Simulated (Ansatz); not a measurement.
# Match the barriers

Saddle point of CH9NSi, singlet (CH₇NSi ([CH3][SiH2][NH2]) + H₂ → CH₆Si ([CH3][SiH3]) + NH₃; bonds formed: Si1–H7, N2–H6; bonds broken: Si1–N2, H6–H7), PBE0-D4/def2-TZVP structure:

```xyz
12
angstrom
Si -0.6574 -0.0773 0.0131
N 0.4588 -0.9157 1.2814
H -1.1575 -1.3879 -0.5714
H -1.9071 0.4661 0.5992
C 0.1651 0.7177 -1.4674
H 0.5914 0.2403 1.5131
H 0.1899 1.2521 1.0639
H -0.0038 -1.5097 1.9618
H 1.2659 -1.3982 0.9003
H 0.1324 1.8055 -1.4002
H 1.2197 0.4258 -1.4952
H -0.2972 0.3815 -2.3986
```

Ansatz 0.2.0; basis: def2-TZVPP, with def2-QZVPP for the basis limit; cores frozen in the correlated methods. Extrapolation: Hartree–Fock as exp(−7.88 √X), correlation as X^−2.97. Four methods, as single points on the PBE0-D4 structures, gave these electronic barriers from the start structure: 1.820, 1.988, 2.236, 2.740 eV.

The methods were, in alphabetical order, HF, MP2, PBE-D4, r2SCAN-D4. Which gave which? (Judge from chemistry; the calculation decides.)

The calculation gives: PBE-D4 1.820; r2SCAN-D4 1.988; MP2 2.236; HF 2.740 eV. For comparison, CCSD(T) at an estimated basis limit (MP2 extrapolated from triple and quadruple zeta, plus CCSD(T) − MP2 in triple zeta) gives 2.225 eV.

The T1 diagnostic stays at or below 0.011.

Labels in which every atom is bracketed show which atoms are joined, not bond orders.

For scale, one of the runs: CCSD(T)/def2-TZVPP, 230 basis functions, launched by `ansatz run in.yaml --threads 4 --pin off --events-out ev --progress --plain --max-ram 9574MiB`. Time: 50 s of wall clock on 4 CPU threads of an Arm Neoverse V2; the host was shared. Peak host memory: 3.9 GiB.
